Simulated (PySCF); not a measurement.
Atom-mapped SMILES (the numbers label the heavy atoms): `[CH3:1][BH2-:2][PH3+:3]`. Each H is labelled by its parent atom.

Calculated, not measured (PySCF 2.14.0 with density-fitted response routines): coordinates at the PBE0-D3(BJ)/def2-SVP level, NMR shieldings at B97-2/pcSseg-2/GIAO. One averaged value for each set of equivalent atoms, non-relativistic, a single conformation, no solvent.

δ = σ(ref) − σ, references computed at the same level: TMS for 13C, 1H; 11B vs BF3·OEt2; 31P against H3PO4.

```json
{"atoms": "H(C1)", "nucleus": "1H", "count": "3", "δ (ppm)": "0.00"}
{"atoms": "P3", "nucleus": "31P", "count": "1", "δ (ppm)": "-137.0"}
{"atoms": "H(B2)", "nucleus": "1H", "count": "2", "δ (ppm)": "?"}
{"atoms": "B2", "nucleus": "11B", "count": "1", "δ (ppm)": "?"}
{"atoms": "H(P3)", "nucleus": "1H", "count": "3", "δ (ppm)": "4.08"}
{"atoms": "C1", "nucleus": "13C", "count": "1", "δ (ppm)": "-2.9"}
```

Complete the table.

Answers


- H(B2): 1.74 ppm, hydrogen on a boron bonded to C, P
- B2: -37.3 ppm, boron bonded to C, P, 2 H

Hydrogens on boron are broadened and split by 11B (spin 3/2, 80 %) and 10B (spin 3). A carbon bonded to boron is broadened by the quadrupolar boron nucleus and is often missing from a measured spectrum. Shifts are as computed. Against solution values, carbons near 30 ppm lie about +4 ppm off and those near 130 ppm about +7 ppm. Of 1211 compounds with measured shifts, 218 miss one by over three times the rms of a fit or turn the order of signals round; such compounds aren't used in these exercises. Experimental scales use liquid or dissolved standards, which lie at an offset from isolated H3PO4.
